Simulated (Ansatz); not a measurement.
Z-matrix (Å, degrees):
```
C
B 1 1.558
H 1 1.093 2 113.7
H 1 1.102 2 105.5 3 114.6
H 1 1.092 2 115.1 3 -128.0
C 2 1.557 1 123.5 3 143.0
H 2 1.204 1 118.3 3 -36.9
H 6 1.102 2 105.4 1 -101.6
H 6 1.093 2 113.8 1 143.8
H 6 1.092 2 115.0 1 15.7
```

Total charge 0; spin multiplicity 1.

Task: List the ωB97M-V/def2-TZVPP orbital energies in eV (Ansatz). (Best estimate.)

Result: Computed: Occupied: -280.56, -280.56, -187.54, -22.64, -21.69, -15.47, -14.27, -13.83, -13.35, -13.11, -11.25, -10.97. Lowest empty: 1.36, 2.22, 3.15, 3.39, 3.99, 4.66, 5.25, 5.37.
